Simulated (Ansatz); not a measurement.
A made-up structure of H₃S₂O (charge +1), singlet:

O1  (-0.006, -0.930, 0.587)
S2  (-0.964, 0.366, -0.572)
S3  (1.850, -0.634, 0.196)
H4  (-1.692, -0.255, -1.538)
H5  (-1.778, 1.195, 0.136)
H6  (2.151, 0.317, 1.118)
(Å)

It is relaxed with PBE-D4/def2-SVP and then PBE0-D4/def2-TZVP (Ansatz 0.2.0). Atoms count as bonded within 1.22 times the sum of their covalent radii (H–H: 0.88 Å). The end point is not checked to be a true minimum.

(1) Does its bonding change? (Judge from chemistry; the calculation decides.)

Answers

(1) Computed: No: no bond forms or breaks.

Where it ends: The first stage lowers the energy by 1.52 eV in 13 steps. It ends as H₃S₂O ([SH][O][SH2]), total charge +1:
O1  (-0.085, -0.376, 0.581)
S2  (-0.747, 0.578, -0.524)
S3  (1.532, -0.819, 0.204)
H4  (-1.325, -0.329, -1.362)
H5  (-1.915, 0.813, 0.133)
H6  (2.100, 0.192, 0.894)
(Å)

Labels in which every atom is bracketed show which atoms are joined, not bond orders.

For scale, one of the runs: PBE0-D4/def2-TZVP relaxation, 123 basis functions, launched by `ansatz run in.yaml --threads 2 --pin off --events-out ev --progress --plain --max-ram 4352MiB`. The run took about 51 s on 2 CPU threads of an Arm Neoverse V2 (shared host).
